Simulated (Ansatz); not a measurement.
The first iterations of a band of H3MgSSi (6 atoms, charge 1, multiplicity 1).

Computed with Ansatz, RKS B3LYP-D4/cc-pVDZ.

```
movable images  : 5
climbing image  : yes
spring          : 5.0 eV/Å²
optimiser       : quadratic models (default)
start path      : through a guess of the saddle point
force threshold : 0.05 eV/Å
iteration limit : 60
end points      : relaxed
```

Image 0:

```xyz
6
Properties=species:S:1:pos:R:3
Mg -2.055 -0.080 -1.005
Si 0.513 0.237 -0.149
S 1.084 -0.584 1.691
H -3.638 -0.309 -1.479
H 1.709 0.920 -0.742
H 2.388 -0.185 1.683
```

Image 6:

```xyz
6
Properties=species:S:1:pos:R:3
Mg -0.935 -1.709 -1.773
Si -0.301 0.364 -0.184
S 0.453 -0.352 1.682
H -1.628 1.005 0.020
H 0.670 1.149 -0.996
H 1.740 -0.457 1.252
```

| iteration | highest image above the first end (eV) | largest band force component (eV/Å) |
| --- | --- | --- |
| 1 | 3.889 | 11.085 |
| 2 | 2.267 | 4.834 |
| 3 | 1.815 | 2.182 |
| 4 | 1.592 | 1.026 |
| 5 | 1.460 | 0.789 |
| 6 | 1.344 | 0.843 |
| 7 | 1.236 | 0.861 |
| 8 | 1.193 | 0.999 |

Task: Does the band converge within its limit, and where does its top end?

Result: It converged. It ended after 25 iterations with the highest image 1.151 eV above the first end. A vibrational analysis at the climbing image gives one clearly imaginary mode, 269i cm⁻¹: a first-order saddle point. The orbitals stay closed-shell, which can raise the energy where a bond breaks towards radicals; this wasn't checked here.

Time of the run: 10 min on 1 thread of Arm Neoverse N1, on a shared host, peak memory 0.14 GiB.
